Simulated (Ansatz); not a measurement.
**Zinc-blende HgSe**

Level of theory: PBEsol (PAW; Ansatz, a program for electronic structure).

Run with plane-wave cutoff 520 eV, 20×20×20 k mesh, Fermi–Dirac smearing 0.05 eV, scalar-relativistic PAW data made under PBE.

Cell (measured lattice):

HgSe is taken in the cubic space group F-43m (No. 216), the zinc blende structure, Pearson symbol cF8. Lattice parameters: a = b = c = 6.0850 Å, α = β = γ = 90.00°. Hg on 4a sees 4 Se at 2.635 Å (tetrahedral). Se on 4c has 4 Hg at 2.635 Å (tetrahedral). (Neighbours: up to the widest gap in distance over summed covalent radii, below 1.35, at either atom; cation-cation and far metal-metal contacts left out.)
(The calculation used a cell of 2 atoms; values per cell refer to that cell.)

```
Property                                     Value
----------------------------------------  --------
elastic constant C11                      67.1 GPa
elastic constant C12                      53.4 GPa
elastic constant C44                      21.3 GPa
Voigt–Reuss–Hill bulk modulus             58.0 GPa
polycrystal shear modulus (Hill average)  13.5 GPa
```

Measured, for comparison: elastic constant C11 69 GPa, elastic constant C12 51.0 GPa, elastic constant C44 23.1 GPa (0 K, extrapolated to 0 K; as tabulated in Elastic constants of mercury selenide). Computed (rounded) less measured: elastic constant C11 -3 %, elastic constant C12 +5 %, elastic constant C44 -8 %.

Note: the solid has no gap at this level, which affects its response; the cell isn't this level's own, so it is under some stress, which shifts stiffness and frequencies.

Elastic constants are with the ions relaxed.

Spin–orbit coupling is not included; it can shift volumes and moduli of such heavy elements.

Static lattice: no zero-point or thermal effects.

It cost about 40 core-minutes (a rough figure) of CPU time.
